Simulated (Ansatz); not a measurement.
Cartesian coordinates in Å:
```
C -0.0712 -1.2061 1.8335
C 0.0180 -0.4506 0.9077
C 0.1256 0.4640 -0.2226
N -1.1499 0.8247 -0.7087
F 0.7894 1.6019 0.1985
S 1.1353 -0.2818 -1.5673
H -0.1454 -1.8775 2.6564
H -1.1380 1.1410 -1.6681
H -1.8507 0.1183 -0.5512
H 2.2870 -0.3338 -0.8781
```

Charge 0, multiplicity 1.

(1) List the ωB97M-V/def2-TZVPP orbital energies in eV (the Gaussian-basis code of Ansatz). (Estimate.)

Answers

(1) Computed: Occupied: -2427.12, -677.52, -395.10, -286.20, -282.06, -281.96, -221.10, -164.22, -164.14, -163.99, -36.68, -28.90, -24.90, -23.81, -21.49, -18.90, -17.50, -17.31, -16.65, -15.86, -13.97, -13.79, -12.32, -11.16, -10.96, -10.39, -9.57. Lowest empty: 1.62, 2.36, 2.52, 3.08, 3.24, 3.80, 4.05, 5.14.
